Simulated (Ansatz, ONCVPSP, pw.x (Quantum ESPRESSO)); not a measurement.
**What a changed setting does to a pw.x run (fcc Mg)**

Potential: optimised norm-conserving Vanderbilt (ONCV), ONCVPSP 4.0.1.1 (patched build), LDA (Perdew-Wang 92); core [Ne], reference 3s2; waves: 3s: rc 2.80 bohr, ncon 4, nbas 8, qcut 2.4 1/bohr, 2 projectors, debl 3.1 Ha; p scattering state at 0.21 Ha: rc 2.45 bohr, ncon 3, nbas 8, qcut 3.4 1/bohr, 2 projectors, debl 1.9 Ha; d scattering state at 0.1 Ha: rc 2.20 bohr, ncon 4, nbas 7, qcut 4.8 1/bohr, 1 projector; local part: polynomial inside 1.80 bohr (lpopt 5, dvloc0 -1 Ha); core correction: Teter function, parameters optimised by the program. In the p channel the program set the typed energies aside and used 0.050, 1.950 Ha.

The reference run (k-mesh 13³, cutoffs 50/200 Ry, Fermi–Dirac 0.01 Ry, mixing_beta 0.4, conv_thr 1e-9, no spin) gives -0.50 GPa at 21.873 Å³/atom, where all-electron LAPW gives -0.08 GPa. This run, with its own iteration cap, changes smearing to mp.

```
&control
  calculation='scf', prefix='x', pseudo_dir='./', outdir='./tmp', tstress=.true., disk_io='none'
/
&system
  ibrav=0, nat=1, ntyp=1, ecutwfc=50, ecutrho=200, nbnd=8,
  occupations='smearing', smearing='mp', degauss=0.01
/
&electrons
  conv_thr=1e-09, mixing_beta=0.4, electron_maxstep=50
/
ATOMIC_SPECIES
Mg 1.0 Mg.UPF
CELL_PARAMETERS angstrom
  0.00000000 2.21969235 2.21969235
  2.21969235 0.00000000 2.21969235
  2.21969235 2.21969235 0.00000000
ATOMIC_POSITIONS crystal
Mg 0.0000 0.0000 0.0000
K_POINTS automatic
13 13 13 0 0 0
```

```bash
pw.x < Mg.scf.in > Mg.scf.out
```

Task: How does the run end?

Result: It converges in 6 iterations; the free energy moves by +13.0 meV/atom and the pressure by -0.08 GPa. This scheme is built to cancel the term in the square of the width that Fermi–Dirac smearing leaves in the F of a metal.

```
Message from routine setup:
     using ibrav=0 with symmetry is DISCOURAGED, use correct ibrav instead
     lattice parameter (alat)  =       5.9321  a.u.
     unit-cell volume          =     147.6063 (a.u.)^3
     number of electrons       =         2.00
     number of Kohn-Sham states=            8
     kinetic-energy cutoff     =      50.0000  Ry
     charge density cutoff     =     200.0000  Ry
     scf convergence threshold =      1.0E-09
     Exchange-correlation= SLA  PW   NOGX NOGC
     number of k points=    84  Methfessel-Paxton smearing, width (Ry)=  0.0100
     iteration #  1     ecut=    50.00 Ry     beta= 0.40
     total energy              =      -2.17168728 Ry
     estimated scf accuracy    <       0.00386488 Ry
     iteration #  2     ecut=    50.00 Ry     beta= 0.40
     total energy              =      -2.17125094 Ry
     estimated scf accuracy    <       0.00130898 Ry
     iteration #  3     ecut=    50.00 Ry     beta= 0.40
     total energy              =      -2.17127386 Ry
     estimated scf accuracy    <       0.00000115 Ry
     iteration #  4     ecut=    50.00 Ry     beta= 0.40
     total energy              =      -2.17127442 Ry
     estimated scf accuracy    <          9.1E-09 Ry
     iteration #  5     ecut=    50.00 Ry     beta= 0.40
     total energy              =      -2.17127442 Ry
     estimated scf accuracy    <          3.8E-09 Ry
     iteration #  6     ecut=    50.00 Ry     beta= 0.40
     the Fermi energy is     3.6510 ev
!    total energy              =      -2.17127442 Ry
     estimated scf accuracy    <          8.1E-11 Ry
     smearing contrib. (-TS)   =      -0.00001754 Ry
     The total energy is F=E-TS. E is the sum of the following terms:
     one-electron contribution =       1.31605291 Ry
     hartree contribution      =       0.00287596 Ry
     xc contribution           =      -1.30411294 Ry
     ewald contribution        =      -2.18607281 Ry
     convergence has been achieved in   6 iterations
          total   stress  (Ry/bohr**3)                   (kbar)     P=       -5.80
     Message from routine punch:
     Nothing written, as per user request (disk_io='none')
```

The run took about 14 s on one core of a shared host (Neoverse-N1, 64 threads, 124 GiB, load 62).
